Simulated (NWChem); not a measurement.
A series in which one site is exchanged, each optimised at PBE0/def2-SVP with NWChem, gas phase unless a solvent is named. 

A: C[O][TiH3] (CH6OTi; site = Ti)
B: COC (C2H6O; site = C)
C: CO[SiH3] (CH$_{6}$OSi; site = Si)

| quantity | A | B | C |
|---|---|---|---|
| dipole (D), PBE0/def2-SVP | 2.63 | 1.25 | ? |
| orbital gap (eV), PBE0/def2-SVP | 6.18 | 9.22 | ? |
| highest harmonic frequency (cm⁻¹), PBE0/def2-SVP | 3145 | 3156 | ? |
| static polarisability, PBE/def2-SVPD (bohr³) | 66.7 | 34.9 | ? |

Task: Fill in the missing entries.

Result: 
- dipole (D), PBE0/def2-SVP, C: 1.11
- orbital gap (eV), PBE0/def2-SVP, C: 8.81
- highest harmonic frequency (cm⁻¹), PBE0/def2-SVP, C: 3138
- static polarisability, PBE/def2-SVPD (bohr³), C: 47.8
